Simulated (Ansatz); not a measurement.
Geometry optimisation, Ansatz 0.2.0, RKS PBE/6-31G*.

The input (input.yaml):

```yaml
crystal:
  periodic: [false, false, false]
  atoms:
    - { symbol: Al, position_ang: [-0.112347, 0.0, -0.991422] }
    - { symbol: F, position_ang: [1.372295, 0.0, 1.475401] }
    - { symbol: H, position_ang: [2.004254, 0.0, 0.780535] }
    - { symbol: H, position_ang: [-1.652102, 0.0, -0.333714] }
basis:
  gaussian: { orbitals: "6-31G*" }
hamiltonian:
  xc: pbe
relax:
  f_tol: 0.03
  max_steps: 50
```

Launched with:

```bash
$ ansatz run input.yaml --threads 1 --pin off --max-ram 2048MiB --backend cpu --events-out ev --progress --plain --runs-dir out
```

Problem. Where does it end, and by what steps?

Solution. It converged. After 4 steps the energy has fallen by 0.175 eV; F2 moved furthest, 0.41 Å.

```tsv
step	energy less start (eV)	largest force component (eV/Å)	accepted
0	0.0000	0.558	yes
1	-0.0946	0.560	yes
2	-0.1652	0.168	yes
3	-0.1739	0.090	yes
4	-0.1749	0.014	yes
```

```xyz
4
Properties=species:S:1:pos:R:3
Al 0.110 0.000 -0.795
F 1.062 0.000 1.212
H 1.880 0.000 0.693
H -1.440 0.000 -0.179
```

Run time: 3.5 s on 1 thread of Arm Neoverse V2 (shared host), peak memory 0.096 GiB.
